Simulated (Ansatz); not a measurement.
# Grey tin (α-Sn)

These are PBEsol in Ansatz (plane waves, PAW) values and carry that method's errors.

Settings: plane-wave cutoff 520 eV, 20×20×20 k mesh, Fermi–Dirac smearing 0.05 eV, scalar-relativistic PAW data made under PBE.

Cell: measured lattice: a = 6.483 Å, b = 6.483 Å, c = 6.483 Å, α = 90.00°, β = 90.00°, γ = 90.00°.

For grey tin (α-Sn), the elastic constant C11 is 67.9 GPa and the elastic constant C12 is 36.8 GPa. The elastic constant C44 comes out as 28.6 GPa, the voigt–Reuss–Hill bulk modulus is 47.2 GPa and the polycrystal shear modulus (Hill average) is 22.4 GPa.

Measured, for comparison: elastic constant C11 69 GPa, elastic constant C12 29.3 GPa, elastic constant C44 36.2 GPa (low temperature, zero-point motion not removed; as tabulated in Tanner et al. (2021), arXiv:2110.11888). Computed (rounded) less measured: elastic constant C11 -2 %, elastic constant C12 +26 %, elastic constant C44 -21 %.

Note: the solid has no gap at this level, which affects its response; the cell isn't this level's own, so it is under some stress, which shifts stiffness and frequencies.

Elastic constants are with the ions relaxed.

Spin–orbit coupling is not included.

Static lattice: no zero-point or thermal effects.

Ansatz is an electronic-structure program.
